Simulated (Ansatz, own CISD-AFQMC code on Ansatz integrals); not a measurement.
C2H5NO, SMILES `CC(N)=O` (charge 0, multiplicity 1).

Cartesian coordinates (Å):
SMILES: CC(N)=O
```xyz
9

C     -1.0958    -0.1350    -0.0993
C      0.2347     0.2018     0.5456
N      1.3220     0.0356    -0.2620
O      0.3357     0.5893     1.6926
H     -1.1138    -1.1766    -0.4268
H     -1.2712     0.4951    -0.9738
H     -1.8878     0.0278     0.6258
H      2.2334     0.2442     0.1087
H      1.2428    -0.2823    -1.2107
```
Charge 0, multiplicity 1.

Frozen-core correlation energies in cc-pVDZ at a geometry from B3LYP-D3(BJ)/def2-TZVP, on an HF energy of -207.99609 Ha (<S^2> = 0.00). Wave-function levels are from Ansatz, the walk from an own CISD-AFQMC code on Ansatz integrals (time step 0.005/Ha, trial state from CCSD amplitudes, largest double 0.05).

```
level    correlation energy (mHa)
-------  ------------------------
MP2                        -622.9
CCSD                       -654.5
CCSD(T)                    -674.5
```

Task: What correlation energy does phaseless AFQMC give, and where does it lie among these levels?

Result: -676.7 ± 0.4 mHa (one standard error). AFQMC minus each level: MP2 -53.9 mHa, CCSD -22.2 mHa, CCSD(T) -2.2 mHa.
